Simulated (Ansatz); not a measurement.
# Property card for HfH3

All numbers below come from Ansatz, DFT r2SCAN, scalar-relativistic, plane waves, PAW.

Settings: cutoff 500 eV, Γ-centred mesh 9×9×12 on the computed 8-atom cell, Gaussian smearing of 0.10 eV; no spin polarisation.

The structure is relaxed at this level of theory with its symmetry kept. Whether it is the stable form of this composition wasn't checked.

Space group P6_3/mmc (No. 194). a = 4.725 Å, b = 4.725 Å, c = 3.213 Å, α = 90.00°, β = 90.00°, γ = 120.00°
| atom | site | symmetry | x | y | z |
| --- | --- | --- | --- | --- | --- |
| Hf | 2d | -6m2 | 0.6667 | 0.3333 | 0.2500 |
| H | 6h | mm2 | 0.3628 | 0.1814 | 0.7500 |

* Space group: P6_3/mmc (No. 194)
* Volume per atom: 7.76 Å³
* Formation energy from the elements' standard states (uncorrected): -0.244 eV/atom
* Generalised Kohn–Sham band gap: none (metal)
* Density of states at the Fermi level: 2.54 states/eV per cell
* Löwdin character within 0.5 eV of the Fermi level: Hf 5d 88 %
* Bulk modulus: 103 GPa
* Its pressure derivative: 6.1
* Bader charges (e): Hf (2 in the cell) 1.77, H (6 in the cell) -0.59

Spin-orbit coupling is left out, which matters for the bands of heavy elements.

Cost: 6 runs of about 13 core-minutes in all, on Arm Neoverse V1 (shared hosts).